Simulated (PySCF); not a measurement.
Species: C5H10S.
Cartesian coordinates in Å at the PBE0-D3(BJ)/def2-SVP level; atoms count from 1:
```xyz
16
C5H10S angstrom
C     -0.689    1.437    0.249
C     -0.345   -0.047    0.361
C     -1.559   -0.931    0.111
C      0.783   -0.386   -0.589
C      2.189   -0.142   -0.202
S      1.747   -1.896   -0.291
H     -1.045    1.684   -0.765
H     -1.487    1.710    0.956
H      0.185    2.071    0.463
H      0.027   -0.249    1.381
H     -1.950   -0.784   -0.909
H     -1.296   -1.994    0.225
H     -2.371   -0.700    0.817
H      0.540   -0.230   -1.649
H      2.895    0.211   -0.962
H      2.378    0.245    0.806
```

The closed-shell ground state was solved at several levels (PySCF, density fitting, gas phase, non-relativistic).

```tsv
level	basis functions	HOMO (eV)	LUMO (eV)	gap (eV)	dipole (D)
B3LYP/def2-SVPD	207	-6.28	-0.11	6.17	2.06
HF/pcSseg-2	363	-9.30	2.63	11.93	2.31
```

Q: What might PBE0/pcSseg-1 (159 basis functions) give for the same quantities?

A: HOMO -6.48 eV, LUMO 0.38 eV, gap 6.86 eV, dipole 2.13 D.

Q: Over all these levels, which gives the widest orbital gap and which the narrowest?

A: HF/pcSseg-2 (Hartree–Fock, all exact exchange) has the widest, 11.93 eV, and B3LYP/def2-SVPD (global hybrid, 20 % exact exchange) the narrowest, 6.17 eV. Functional and basis both differ between the two, so the spread mixes both effects.

Q: How far do the dipole and the HOMO energy spread over the levels?

A: The dipole runs from 2.06 to 2.31 D (mean 2.17 D) and the HOMO from -9.30 to -6.28 eV.

One conformer stands for the species.
